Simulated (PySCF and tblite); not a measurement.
The numbers below are computed, except where a source is named.
System: C3H7NS, numbered as in [CH3:1][S:2][N:3]1[CH2:4][CH2:5]1.

Motion: pyramidal inversion at N3. GFN2-xTB gives an electronic barrier of 9.3 kcal/mol and a reaction energy of 2.9 kcal/mol.

Task: What does PBE0/pcSseg-1 + D3(BJ) give on B3LYP-D3(BJ)/def2-SVP geometries?

Result: A barrier of 10.5 kcal/mol, 1.1 above the tight-binding barrier (from unrounded values), a reaction energy of 1.3 kcal/mol and, with GFN2-xTB thermal terms, ΔG‡(298 K) = 10.2 kcal/mol and k = 2.1×10⁵ s⁻¹ (1 equivalent path).

Task: And the level of the geometries itself, B3LYP-D3(BJ)/def2-SVP?

Result: 9.1 kcal/mol.

Programs: tblite and PySCF.
